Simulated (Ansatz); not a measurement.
```xyz
6

O     0.487   -0.070    1.184
Si   -0.389    0.421   -0.128
O    -0.186   -0.703   -1.306
H     0.239    0.295    2.036
H     0.153    1.680   -0.727
H    -0.304   -1.623   -1.060
```

Charge 0, multiplicity 2.

**Question.** List the PBE/def2-TZVPP orbital energies in eV (the Gaussian-basis code of Ansatz). (Estimate.)

**Answer.** Computed: α occupied: -1780.46, -510.57, -510.52, -138.03, -94.82, -94.78, -94.73, -25.52, -25.01, -14.33, -12.89, -10.39, -9.56, -8.83, -8.26, -7.93, -4.46. α empty: -0.37, -0.22, 1.34, 1.54, 2.06, 3.79, 4.67, 5.55. β occupied: -1780.39, -510.50, -510.46, -137.95, -94.72, -94.68, -94.64, -25.40, -24.89, -14.20, -12.84, -10.04, -9.31, -8.61, -8.10, -7.77. β empty: -2.73, -0.06, -0.01, 1.70, 1.95, 2.42, 4.09, 5.23. ⟨S²⟩ = 0.752.
